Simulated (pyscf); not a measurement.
Single points on ωB97X-D3(BJ)/def2-SVP structures (PySCF, gas phase).

Task: Estimate the classical barrier height and the reaction energy of H₂N–SiH₂–NH–SiH(NH₂)–F + hydrogen (H₂) -> H₂N–SiH₂–NH–SiH₂–NH₂ + hydrogen fluoride (HF) at ωB97M-D3(BJ)/def2-TZVP. The step runs on the singlet surface, breaks F–Si, H–H and forms H–Si, F–H; take the separated reactants as zero.

Result: ΔE‡ = 234.2 kJ/mol, ΔE = +156.5 kJ/mol. Zero-point energy shifts the barrier by +11.9 kJ/mol. It is a four-centre exchange, with an imaginary mode of 1028i cm⁻¹. This is the saddle that the search found; another between the same sides may lie lower.
